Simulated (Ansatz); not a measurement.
# [SiH5]-: geometry, orbitals and charge

Aim: characterise [SiH5]- as a singlet: its structure, frontier levels and distribution of charge.

The runs use Ansatz 0.2.0, Gaussian basis; RKS PBE0-D4/def2-TZVPD.

Plan: relaxation at PBE0-D4/def2-TZVPD; a single point at PBE0-D4/def2-TZVPD; harmonic vibrations at PBE0-D4/def2-TZVPD.

**1. Starting geometry**

6 atoms, charge -1, spin multiplicity 1.

Atoms are counted from 1 here; the program's logs count them from 0.

Bond lengths: Si1–H2 1.639 Å, Si1–H3 1.644 Å, Si1–H4 1.491 Å, Si1–H5 1.491 Å, Si1–H6 1.491 Å. Angles: H2–Si1–H3 179.9°, H2–Si1–H4 90.0°, H2–Si1–H5 90.0°, H2–Si1–H6 90.1°, H3–Si1–H4 89.9°, H3–Si1–H5 90.0°, H3–Si1–H6 90.0°, H4–Si1–H5 120.1°, H4–Si1–H6 120.0°, H5–Si1–H6 120.0°.

Coordinates:

```
atom     x (Å)     y (Å)     z (Å)
 Si1  -0.00024   0.00023   0.00147
  H2  -0.01989  -0.00779   1.63991
  H3   0.02179   0.00786  -1.64244
  H4   1.49063   0.01185   0.01920
  H5  -0.75755   1.28510  -0.00262
  H6  -0.73473  -1.29725  -0.01552
```

The ion is computed in the gas phase, without counter-ions or solvent.

The start is a GFN2-xTB geometry.

**2. Relaxation at PBE0-D4/def2-TZVPD**

The input, in.yaml:

```yaml
crystal:
  periodic: [false, false, false]
  atoms:
    - {symbol: Si, position_ang: [-0.000240, 0.000230, 0.001470]}
    - {symbol: H, position_ang: [-0.019890, -0.007790, 1.639910]}
    - {symbol: H, position_ang: [0.021790, 0.007860, -1.642440]}
    - {symbol: H, position_ang: [1.490630, 0.011850, 0.019200]}
    - {symbol: H, position_ang: [-0.757550, 1.285100, -0.002620]}
    - {symbol: H, position_ang: [-0.734730, -1.297250, -0.015520]}
basis:
  gaussian: {orbitals: def2-TZVPD}
total_charge: -1
hamiltonian: {xc: pbe0, dispersion: d4}
scf: {omitted_lower_state_checks: [starts]}
output: {orbitals: {seedname: orbitals}}
relax: {f_tol: 0.02, max_steps: 100}
```

Command:

```sh
> ansatz run in.yaml --threads 4 --pin off --events-out ev --progress --plain --max-ram 3916MiB
```

Further steps of the session: Single point, PBE0-D4/def2-TZVPD; Vibrations by finite differences.

**Question.** What will the summary of the whole plan be? Wanted: point group; commonest bond; HOMO, LUMO at PBE0-D4/def2-TZVPD; lowest, highest wavenumber.

As calculated:

| quantity | value |
| --- | --- |
| point group | D3h |
| commonest bond | H–Si, 5 of mean length 1.568 Å |
| HOMO, LUMO at PBE0-D4/def2-TZVPD | 0.11, 4.46 eV |
| lowest, highest wavenumber | 512, 1963 cm⁻¹ |

In words: The molecule keeps its bonding pattern by the stored test; the atoms moved 0.03 Å (rms). All wavenumbers are real: a minimum at this level. The HOMO lies nearest to H2, H3 about 32 % each; H4, H5, H6 about 11 % each and the LUMO to 5 H atoms about 19 % each. Doubts on the single point: highest occupied level lies above zero.

The anion's highest level is positive in at least one run, so there the basis alone may hold the extra electron.
